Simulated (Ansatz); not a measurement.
# CH2MgSi: the cost of one run

All numbers below are computed with Ansatz 0.2.0 (RKS B3LYP-D4/def2-SVP).

1 further run of the same task is left out (it didn't finish).

### 1 The starting structure

Bond lengths: Mg1–C2 2.114 Å, Mg1–Si3 2.796 Å, C2–Si3 1.713 Å, Mg1–H4 1.662 Å, Si3–H5 1.486 Å. Angles: Mg1–C2–Si3 93.3°, C2–Mg1–Si3 37.7°, C2–Mg1–H4 171.3°, Si3–Mg1–H4 151.0°, Mg1–Si3–C2 49.0°, Mg1–Si3–H5 141.0°, C2–Si3–H5 170.0°.

As a file:

```xyz
5

Mg   -1.3338   -0.0447   -0.4101
C     0.2913   -1.3716   -0.1527
Si    1.3456   -0.1327    0.3845
H    -2.7396    0.7965   -0.6916
H     2.4365    0.7525    0.8700
```

### 2 Relaxing end A

Contents of input.yaml:

```yaml
crystal:
  periodic: [false, false, false]
  atoms:
    - { symbol: Mg, position_ang: [-1.33378, -0.04472, -0.41013] }
    - { symbol: C, position_ang: [0.29135, -1.3716, -0.15273] }
    - { symbol: Si, position_ang: [1.34556, -0.13267, 0.38445] }
    - { symbol: H, position_ang: [-2.73964, 0.7965, -0.69156] }
    - { symbol: H, position_ang: [2.43651, 0.7525, 0.86997] }
basis:
  gaussian: { orbitals: def2-SVP }
hamiltonian:
  xc: b3lyp
  dispersion: d4
relax:
  f_tol: 0.02
  max_steps: 50
```

Command:

```sh
ansatz run input.yaml --threads 1 --pin off --max-ram 2048MiB --backend cpu --events-out ev --progress --plain --runs-dir out
```

What time and memory should one allow on 1 thread of Arm Neoverse V1, shared host?

About 22 s, with a peak of 0.13 GiB.
